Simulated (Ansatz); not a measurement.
# Four-centre ligand exchange

Start structure (BNH$_{6}$O, singlet), relaxed at PBE0-D4/def2-TZVP:

B1  (-1.105, -0.321, 1.005)
N2  (-0.531, 0.810, 0.455)
H3  (-1.994, -0.212, 1.801)
H4  (-0.695, -1.398, 0.669)
H5  (1.132, -0.677, -2.025)
O6  (1.635, -0.072, -1.474)
H7  (0.221, 0.765, -0.220)
H8  (-0.825, 1.742, 0.692)
H9  (2.162, -0.636, -0.902)
(Å)

The step: BNH₄ ([BH2][NH2]) + H₂O → BH₃O ([BH2][OH]) + NH₃ (still joined by a long B–N bond); bonds formed: B1–O6, N2–H5; bonds broken: H5–O6; bonds weakened to dative contacts: B1–N2. Computed with Ansatz 0.2.0 (basis: def2-TZVPP and def2-QZVPP); correlated methods freeze the cores. Extrapolation: Hartree–Fock as exp(−7.88 √X), correlation as X^−2.97. Energies below are by CCSD(T) at an estimated basis limit (MP2 extrapolated from triple and quadruple zeta, plus CCSD(T) − MP2 in triple zeta).

Task: What are the electronic barrier and the energy of the step, from the start structure to the end structure? (An estimate is asked for; the value comes from the calculation.)

Result: Computed: Barrier 18.02 kcal/mol; step energy -7.23 kcal/mol (downhill); reverse barrier, their difference, 25.24 kcal/mol. Barrier and step energy count from the start structure, the reverse barrier from the end structure.

The saddle point: One imaginary mode of 1185i cm⁻¹.
```csv
pair,start (Å),saddle (Å),end (Å)
B1–O6,3.70,1.62,1.43
N2–H5,3.34,1.37,1.02
B1–N2,1.38,1.56,1.68
H5–O6,0.96,1.17,2.62
```

Zero-point energy (harmonic, PBE0-D4): ZPE is 45.15 kcal/mol at the start and 44.82 kcal/mol at the saddle, so the barrier goes from 18.02 to 17.69 kcal/mol.

No T1 diagnostic of these runs exceeds 0.013.

The step is the kind of ligand exchange by which a precursor binds to a hydroxyl group, or is hydrolysed, in atomic layer deposition of oxides.

Labels in which every atom is bracketed show which atoms are joined, not bond orders.

For scale, one of the runs: CCSD(T)/def2-TZVPP, 177 basis functions, launched by `ansatz run in.yaml --threads 2 --pin off --events-out ev --progress --plain --max-ram 4352MiB`. The run took 28 s on 2 CPU threads of an Arm Neoverse V2 (shared host), with 1.7 GiB of host memory at its peak.
